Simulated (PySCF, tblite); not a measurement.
**C3H7S radical: geometry, infrared bands and EPR parameters**

Wanted: the infrared bands and EPR parameters of C3H7S radical (`[CH2]CSC`), by calculation.

The runs use tblite 0.8.0 and PySCF 2.14.0, with density-fitted response routines of our own; the level of theory stands in each step. All values are computed, except where a source is named. Atoms count from 0, in the outputs and in this text.

## (1) The starting structure

11 atoms, charge 0, multiplicity 2; geometry from: force field or distance geometry start.

Bonds of the start (Å): C0–C1 1.51, C1–S2 1.82, S2–C3 1.84, C0–H4 1.11, C0–H5 1.12, C1–H6 1.12, C1–H7 1.10, C3–H8 1.09, C3–H9 1.13, C3–H10 1.10.

## (2) Relaxing the molecule with GFN2-xTB

The job: settings as JSON, then the geometry in Å.

```
{"job": {"kind": "relax", "xc": "GFN2-xTB", "basis": "xTB"}, "charge": 0, "multiplicity": 2}
C      2.129900     0.350000     0.710500
C      0.806100    -0.303900     0.389100
S     -0.578900     0.453100     1.289000
C     -2.035800     0.104600     0.223200
H      2.928400    -0.277700     0.273900
H      2.082300     1.371500     0.250800
H      0.826900    -1.385800     0.686000
H      0.625300    -0.303500    -0.698800
H     -1.809600     0.593100    -0.724400
H     -1.989600    -1.004600     0.032400
H     -2.979600     0.405800     0.702000
```

The run is started by

```
$ OMP_NUM_THREADS=1 python probes_run.py task.json out
```

This one command runs all jobs of the session in turn.

**Question.** This job is followed by: GFN2-xTB harmonic vibrations, gas phase; UKS B3LYP, pcH-1 on C H S, non-relativistic, mean-field spin-orbit, GIAO. Predict these results of the whole session: strongest single infrared mode (GFN2-xTB); zero-point energy (GFN2-xTB); g(iso) (B3LYP); ⟨S²⟩; largest a(iso) (averaged by class); potential on the surface of density 0.002 e/bohr³, 1st and 99th percentile.

As calculated:

| quantity | value |
| --- | --- |
| strongest single infrared mode (GFN2-xTB) | 660 cm⁻¹, 61 km/mol |
| zero-point energy (GFN2-xTB) | 55.0 kcal/mol |
| g(iso) (B3LYP) | 2.00300 |
| ⟨S²⟩ | 0.757 (exact 0.75) |
| largest a(iso) (averaged by class) | 13C on C0, 82.3 MHz |
| potential on the surface of density 0.002 e/bohr³, 1st and 99th percentile | -1.12 V and 0.90 V |

In words: The optimisation took 133 steps and gained 0.814 eV; among the close pairs (by a distance rule), C1–S2 changed most, from 1.817 to 1.933 Å. All 27 modes are real, so the xTB geometry is a minimum. The strongest single mode, at 660 cm⁻¹, is spread over several atoms, H5, H4, C0 among them. Unscaled tight-binding wavenumbers are off by several per cent, some by more. Its intensities can rank the bands wrongly. C0 carries the largest spin population, 0.96 e. The isotropic g lies 0.7 ppt above the free-electron value. These values are for one conformer; the search (at its own cheap level) found 2 more, at 0.00, 2.12 kcal/mol (those within 0.05 may be mirror or relabelled copies), and measured spectra average over such forms.
